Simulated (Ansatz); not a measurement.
## Relaxing ruthenium (hcp)

The calculation used DFT, BLYP, plane waves (420 eV) with PAW, scalar-relativistic (Ansatz). The PAW files were generated under PBE, with cores re-solved for the functional.

k-point mesh 13×13×8, Fermi-Dirac smearing 0.05 eV, starting moments 1.00 ×2 μB. Cell and atoms relax.

Starting structure:

```yaml
crystal:
  lattice:
    - [2.70389, 0.00000, 0.00000]
    - [-1.35194, 2.34164, 0.00000]
    - [0.00000, 0.00000, 4.28168]
  atoms:
    - { symbol: Ru, position: [0.33333, 0.66667, 0.25000] }
    - { symbol: Ru, position: [0.66667, 0.33333, 0.75000] }
```

Problem. The pressure at the start is 19.3 GPa. By how much does the volume change?

Solution. From 13.55 to 14.42 Å³ per atom, 6.4 %. The final cell has a = 2.769 Å, c = 4.344 Å (c/a = 1.569).

Problem. How much energy does the relaxation gain?

Solution. 49.8 meV per atom.

Problem. Which magnetic state does it end in?

Solution. non-magnetic.
